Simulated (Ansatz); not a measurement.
# AlNa (singlet): the correlation ladder, aug-cc-pVDZ

The task here is to estimate one member of a computed series from the others.

Method: aug-cc-pVDZ, core rule «outside noble gas», up to 10 orbitals frozen; program: Ansatz 0.2.0, Gaussian basis.

The runs, in order: UHF; CCSD(T) on RHF; CCSD(T) on UHF; BCCD(T) on RHF; CISD; CCSDT(Q) on RHF; CCSDT(Q) on UHF; Full CI.

26 further runs of the same task are left out: 10 for a known fault of the program, 7 that didn't finish, 9 set aside as unsound or not needed.

**The system**

The geometry is a PBE0/def2-TZVPD stationary point (not a proven minimum) of the parent state, kept for this charge and spin.

2 atoms, charge 0, spin multiplicity 1.

Atoms are counted from 1 here; the program's logs count them from 0.

No contacts short enough for the rule that draws bonds.

The first run:

Input file in.yaml:

```yaml
crystal:
  periodic: [false, false, false]
  atoms:
    - {symbol: Al, position_ang: [0.000000, 0.000000, 0.000000]}
    - {symbol: Na, position_ang: [0.000000, 0.000000, 3.173300]}
basis:
  gaussian: {orbitals: aug-cc-pVDZ}
magnetization: {spin_polarized: true, initial_magnetization: 0}
hamiltonian: {xc: hf}
output: {orbitals: {seedname: orbitals}}
```

The run is started by

```
ansatz run in.yaml --threads 1 --pin off --events-out ev --progress --plain --max-ram 2393MiB
```

Among the steps run: UHF; CCSD(T) on RHF; CCSD(T) on UHF; BCCD(T) on RHF; CISD; CCSDT(Q) on RHF; CCSDT(Q) on UHF; Full CI.

One of the session's tables, all rows but one given; the rest of the session is left out.

| method | from FCI (kcal/mol) |
| --- | --- |
| RHF | +50.40 |
| UHF | +43.69 |
| RMP2 | +16.77 |
| UMP2 | +19.07 |
| CISD | +4.39 |
| RCCSD | +2.21 |
| UCCSD | +2.74 |
| RCCSD(T) | +0.66 |
| UCCSD(T) | +0.76 |
| BCCD(T) | ? |
| RCCSDT | +0.18 |
| UCCSDT | +0.21 |
| RCCSDT(Q) | +0.05 |
| UCCSDT(Q) | +0.04 |
| FCI | 0 |

Q: Estimate the row for BCCD(T) from the others.

**Answer.** from FCI (kcal/mol): +0.67. In the column «from FCI (kcal/mol)» it lies between RCCSD(T) (+0.66) and UCCSD(T) (+0.76).

To keep in mind: The determinant is far from a pure spin state, so its energy mixes those of several spin states (harmless only where they are near-degenerate, as at dissociation). Restricted and unrestricted rows rest on different reference determinants; where their highest levels disagree by more than a few hundredths of an eV, they describe different states and don't form one ladder.
